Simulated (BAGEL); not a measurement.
**C2HFO2 (SMILES O=C1OC1F) at B3LYP/cc-pVDZ (density fitting with qzvpp-jkfit)**

Aim: the energy change on altering one bond length of C2HFO2 at B3LYP/cc-pVDZ (density fitting with qzvpp-jkfit), from 2 runs. 

The calculation is run with BAGEL 1.2.2.

### Step 1. The structure to begin with

C2HFO2: 6 atoms, total charge 0, spin state singlet. As SMILES, `O=C1OC1F`. The shape is that of a PBE0-D4/def2-TZVP optimisation.

Bond lengths: O1–C2 1.178 Å, C2–O3 1.338 Å, C2–C4 1.443 Å, O3–C4 1.463 Å, C4–F5 1.331 Å, C4–H6 1.086 Å. Angles: O1–C2–O3 138.9°, O1–C2–C4 157.7°, O3–C2–C4 63.4°, C2–O3–C4 61.8°, C2–C4–O3 54.8°, C2–C4–F5 120.5°, O3–C4–F5 114.3°, C2–C4–H6 125.4°, O3–C4–H6 114.7°, F5–C4–H6 112.2°.

### Step 2. The energy at B3LYP/cc-pVDZ (density fitting with qzvpp-jkfit)

Contents of input.json:

```json
{ "bagel" : [

{
  "title" : "molecule",
  "basis" : "cc-pvdz.json",
  "df_basis" : "qzvpp-jkfit",
  "angstrom" : true,
  "geometry" : [
    { "atom" : "O", "xyz" : [      -0.635200,      -1.919200,       0.071700 ] },
    { "atom" : "C", "xyz" : [      -0.117100,      -0.862400,       0.028300 ] },
    { "atom" : "O", "xyz" : [       1.094400,      -0.341000,      -0.198800 ] },
    { "atom" : "C", "xyz" : [      -0.014300,       0.576300,       0.067400 ] },
    { "atom" : "F", "xyz" : [      -0.384000,       1.307800,      -0.981200 ] },
    { "atom" : "H", "xyz" : [       0.098400,       1.174500,       0.966500 ] }
  ]
},

{
  "title" : "ks",
  "xc_func" : "b3lyp"
},

{
  "title" : "print",
  "file" : "orbitals.molden",
  "orbitals" : true
}

]}
```

The basis set cc-pVDZ is read from a file made from the Basis Set Exchange's data (not shown).

Started as:

```sh
$ BAGEL_NUM_THREADS=1 BAGEL input.json > input.out
```

The program printed:

```text
* using 1 threads per process

  ===============================================================
  ===============================================================

  *** Geometry ***

  { "atom" : "O", "xyz" : [     -1.200354,     -3.626762,      0.135493 ] },
  { "atom" : "C", "xyz" : [     -0.221287,     -1.629700,      0.053479 ] },
  { "atom" : "O", "xyz" : [      2.068116,     -0.644397,     -0.375678 ] },
  { "atom" : "C", "xyz" : [     -0.027023,      1.089049,      0.127368 ] },
  { "atom" : "F", "xyz" : [     -0.725655,      2.471384,     -1.854199 ] },
  { "atom" : "H", "xyz" : [      0.185949,      2.219483,      1.826420 ] },

  Number of auxiliary basis functions:      399

  Since a DF basis is specified, we compute 2- and 3-index integrals:
    o Being stored without compression. Storage requirement is 0.018 GB

  Number of basis functions:       75
  Number of electrons      :       38

    * METHOD: MOLECULE                             0.12

  *** Kohn-Sham DFT ***

    * Removing 11213 points whose weight is below 1.00e-10
    * Grid points: 78223

  === Nuclear Repulsion ===
   166.0514333335

       - DIIS with orbital gradients will be used.

  === KS iteration (b3lyp / cc-pvdz.json) ===
      0       -296.48819916          0.14807721           0.19
      1       -257.13217414          0.24730069           0.18
      2       -277.33146207          0.19437051           0.18
      3       -311.43835710          0.14519269           0.18
      4       -318.14063238          0.10865243           0.18
      5       -325.75977891          0.04538306           0.18
      6       -326.41741902          0.03653687           0.18
      7       -326.94340915          0.01488389           0.18
      8       -326.99192700          0.01075115           0.18
      9       -327.05396062          0.00297725           0.18
     10       -327.05630852          0.00219682           0.18
     11       -327.05901524          0.00027788           0.18
     12       -327.05904434          0.00007254           0.18
     13       -327.05904651          0.00002472           0.18
     14       -327.05904676          0.00001368           0.18
     15       -327.05904682          0.00000585           0.18
     16       -327.05904684          0.00000206           0.18
     17       -327.05904684          0.00000041           0.18
     18       -327.05904684          0.00000022           0.18
     19       -327.05904684          0.00000008           0.18
     20       -327.05904684          0.00000001           0.18
     21       -327.05904684          0.00000001           0.18
     22       -327.05904684          0.00000001           0.18
    * SCF iteration converged.

    * Permanent dipole moment:
           (   -0.038668,    -0.800672,    -0.479009) a.u.

    * METHOD: KS                                   4.48

    * METHOD: PRINT                                0.01

  ===============================================================
```

It took 4.8 s on 1 thread of Arm Neoverse V2, shared host; peak memory 0.29 GiB.

### Step 3. The distorted shape

Contents of calc.json:

```json
{ "bagel": [

{
  "title": "molecule",
  "basis": "cc-pvdz.json",
  "df_basis": "qzvpp-jkfit",
  "angstrom": "true",
  "geometry": [
    { "atom": "O", "xyz": [      -0.450342,      -2.284966,       0.596023 ] },
    { "atom": "C", "xyz": [       0.067758,      -1.228166,       0.552623 ] },
    { "atom": "O", "xyz": [       1.279258,      -0.706766,       0.325523 ] },
    { "atom": "C", "xyz": [       0.170558,       0.210534,       0.591723 ] },
    { "atom": "F", "xyz": [      -0.384000,       1.307800,      -0.981200 ] },
    { "atom": "H", "xyz": [       0.283258,       0.808734,       1.490823 ] }
  ]
},

{ "title": "ks", "xc_func": "b3lyp" },

{ "title": "print", "file": "orbitals.molden", "orbitals": "true" }

]}
```

The basis set cc-pVDZ is read from a file made from the Basis Set Exchange's data (not shown).

Started as:

```sh
$ BAGEL_NUM_THREADS=1 BAGEL calc.json > calc.out
```

The program printed:

```text
* using 1 threads per process

  ===============================================================
  ===============================================================

  *** Geometry ***

  { "atom" : "O", "xyz" : [     -0.851023,     -4.317960,      1.126320 ] },
  { "atom" : "C", "xyz" : [      0.128044,     -2.320897,      1.044306 ] },
  { "atom" : "O", "xyz" : [      2.417447,     -1.335594,      0.615149 ] },
  { "atom" : "C", "xyz" : [      0.322308,      0.397852,      1.118194 ] },
  { "atom" : "F", "xyz" : [     -0.725655,      2.471384,     -1.854199 ] },
  { "atom" : "H", "xyz" : [      0.535280,      1.528286,      2.817247 ] },

  Number of auxiliary basis functions:      399

  Since a DF basis is specified, we compute 2- and 3-index integrals:
    o Being stored without compression. Storage requirement is 0.018 GB

  Number of basis functions:       75
  Number of electrons      :       38

    * METHOD: MOLECULE                             0.12

  *** Kohn-Sham DFT ***

    * Removing 10428 points whose weight is below 1.00e-10
    * Grid points: 79008

  === Nuclear Repulsion ===
   151.3546515297

       - DIIS with orbital gradients will be used.

  === KS iteration (b3lyp / cc-pvdz.json) ===
      0       -301.02752789          0.12560263           0.19
      1       -284.76578896          0.21477241           0.18
      2       -291.80716856          0.19515495           0.18
      3       -314.89894760          0.13240991           0.18
      4       -317.63767863          0.10276709           0.18
      5       -319.47709509          0.10596572           0.18
      6       -325.55935975          0.04889302           0.18
      7       -325.83414027          0.04417347           0.18
      8       -326.76748616          0.01986352           0.18
      9       -326.83389382          0.01575668           0.18
     10       -326.93907252          0.00580181           0.18
     11       -326.95770277          0.00065863           0.18
     12       -326.95752795          0.00085418           0.18
     13       -326.95795395          0.00013445           0.18
     14       -326.95796051          0.00003738           0.18
     15       -326.95796122          0.00002006           0.18
     16       -326.95796143          0.00000491           0.18
     17       -326.95796144          0.00000369           0.18
     18       -326.95796145          0.00000199           0.18
     19       -326.95796145          0.00000040           0.18
     20       -326.95796145          0.00000033           0.18
     21       -326.95796145          0.00000028           0.18
     22       -326.95796145          0.00000008           0.18
     23       -326.95796145          0.00000004           0.18
     24       -326.95796145          0.00000003           0.18
     25       -326.95796145          0.00000001           0.18
    * SCF iteration converged.

    * Permanent dipole moment:
           (   -0.387345,    -0.050660,    -1.145669) a.u.

    * METHOD: KS                                   5.04

    * METHOD: PRINT                                0.01

  ===============================================================
```

It took 5.4 s on 1 thread of Arm Neoverse V2, shared host; peak memory 0.29 GiB.

### Step 4. Summary of results

Level: B3LYP/cc-pVDZ (density fitting with qzvpp-jkfit).

| quantity | value |
| --- | --- |
| first shape: total energy | -327.05905 Eh |
| first shape: dipole moment | 2.37 D |
| first shape: HOMO energy | -7.96 eV |
| first shape: LUMO energy | -0.69 eV |
| first shape: HOMO–LUMO gap | 7.27 eV |
| distorted shape: total energy | -326.95796 Eh |
| distorted shape: dipole moment | 3.08 D |
| distorted shape: HOMO energy | -8.92 eV |
| distorted shape: LUMO energy | -4.01 eV |
| distorted shape: HOMO–LUMO gap | 4.90 eV |
| energy change with the C4–F5 bond stretched from 1.331 to 1.996 Å | 2.751 eV |

**Reading.** With the C4–F5 bond stretched from 1.331 to 1.996 Å the energy rises by 2.75 eV (265 kJ/mol). The first shape isn't relaxed at this level, so the change isn't measured from a minimum.
